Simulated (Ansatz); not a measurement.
Species: SiH$_{3}$, charge 1, singlet. SiH3+ (parent SMILES [SiH3], singlet).
B3LYP-D3(BJ)/def2-TZVP minimum from Ansatz (a program for electronic structure):
```
Si
H 1 1.4675
H 1 1.4675 2 120.00
H 1 1.4675 2 120.00 3 180.00
```
Charge +1, spin multiplicity 1.

Total energies in cc-pV(5+d)Z, 6 correlated electrons, 5 frozen orbitals. Radicals and triplets start from unrestricted determinants; spin-orbit coupling is neglected. Correlated methods leave the cores frozen. No relativity.

| method | program | energy (Eh) | minus CCSDT(Q) (mEh) |
|---|---|---|---|
| HF | Ansatz | -290.36839 | 136.98 |
| MP2 | Ansatz | -290.48101 | 24.36 |
| CCSD | Ansatz | -290.50236 | 3.01 |
| CCSD(T) | Ansatz | -290.50483 | 0.54 |
| CCSDT(Q) | Ansatz | -290.50537 | 0.00 |
